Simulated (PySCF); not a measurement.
**One molecule, a ladder of functionals, a line**

Molecule: SMILES CC(C)=CC#N, C₅H₇N.

Molfile (atoms numbered from 1):
```
C5H7N
     RDKit          3D

 13 12  0  0  0  0  0  0  0  0999 V2000
    0.2580    1.3530    0.3000 C   0  0  0  0  0  0  0  0  0  0  0  0
   -0.3078    0.0026    0.0000 C   0  0  0  0  0  0  0  0  0  0  0  0
   -1.7932   -0.0876   -0.1415 C   0  0  0  0  0  0  0  0  0  0  0  0
    0.4635   -1.0962   -0.1412 C   0  0  0  0  0  0  0  0  0  0  0  0
    1.8827   -1.0756   -0.0185 C   0  0  0  0  0  0  0  0  0  0  0  0
    3.0396   -1.0713    0.0797 N   0  0  0  0  0  0  0  0  0  0  0  0
   -0.1657    1.7431    1.2398 H   0  0  0  0  0  0  0  0  0  0  0  0
   -0.0237    2.0680   -0.4902 H   0  0  0  0  0  0  0  0  0  0  0  0
    1.3522    1.3401    0.3874 H   0  0  0  0  0  0  0  0  0  0  0  0
   -2.1302   -1.1101   -0.3572 H   0  0  0  0  0  0  0  0  0  0  0  0
   -2.2898    0.2582    0.7801 H   0  0  0  0  0  0  0  0  0  0  0  0
   -2.1437    0.5746   -0.9504 H   0  0  0  0  0  0  0  0  0  0  0  0
    0.0123   -2.0680   -0.3605 H   0  0  0  0  0  0  0  0  0  0  0  0
  1  2  1  0
  2  3  1  0
  2  4  2  3
  4  5  1  0
  5  6  3  0
  1  7  1  0
  1  8  1  0
  1  9  1  0
  3 10  1  0
  3 11  1  0
  3 12  1  0
  4 13  1  0
M  END
```

GIAO shieldings (ppm, equivalent atoms averaged) in PySCF 2.14.0 with density-fitted response routines on the PBE0-D3(BJ)/def2-SVP geometry, basis pcSseg-1, gas phase, non-relativistic:

```tsv
functional	exact exchange (%)	σ(C3)	σ(C1)
BLYP	0	147.0	150.7
BP86	0	151.5	154.7
PBE	0	151.9	155.4
B3LYP	20	151.7	155.2
PBE0	25	157.2	160.4
mPW1PW91	25	156.3	159.5
HF	100	166.3	169.5
```

(1) Fit each shielding as a line in the percentage of exact exchange.

(2) What does the line predict for BHandHLYP (50 %), and what does the run give?

## Answers

(1) σ(C3) = 150.6 + 0.16 x (rms 2.1 ppm); σ(C1) = 154.0 + 0.16 x (rms 1.9 ppm). The functionals also differ in their semilocal parts, which the line can't hold; Hartree–Fock has no correlation at all.

(2) σ(C3): 158.6 predicted, 157.6 computed; σ(C1): 162.0 predicted, 160.9 computed ppm.
